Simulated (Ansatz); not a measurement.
C2H4ClF, SMILES `FCCCl`, relaxed with RKS PBE-D4/def2-SVP in the Gaussian-basis code of Ansatz from a rough embedded geometry. The force threshold is 0.03 eV/Å; the program also tests the step.

The species carries charge 0 and has multiplicity 1.

Start:

```xyz
8

F     1.113   -0.843   -0.990
C     0.615    0.251   -0.424
C    -0.629   -0.154    0.328
Cl   -0.317   -1.007    1.775
H     1.345    0.726    0.250
H     0.396    0.955   -1.243
H    -1.309   -0.729   -0.325
H    -1.214    0.800    0.628
```

| step | energy (eV) | largest force (eV/Å) | largest move (Å) |
| --- | --- | --- | --- |
| 1 | -17360.1495 | 3.261 | 0.000 |
| 2 | -17360.3450 | 1.208 | 0.067 |
| 3 | -17360.3867 | 0.441 | 0.039 |
| 4 | -17360.3908 | 0.108 | 0.011 |
| 5 | -17360.3912 | 0.016 | 0.005 |

End:

```xyz
8

F     1.205   -0.879   -0.966
C     0.610    0.246   -0.435
C    -0.655   -0.106    0.319
Cl   -0.324   -1.086    1.792
H     1.333    0.758    0.239
H     0.343    0.944   -1.264
H    -1.338   -0.696   -0.323
H    -1.175    0.819    0.638
```

It took 2.1 s on 4 threads of an Intel Xeon 6975P-C on a shared host, with 0.16 GiB of host memory at the peak.
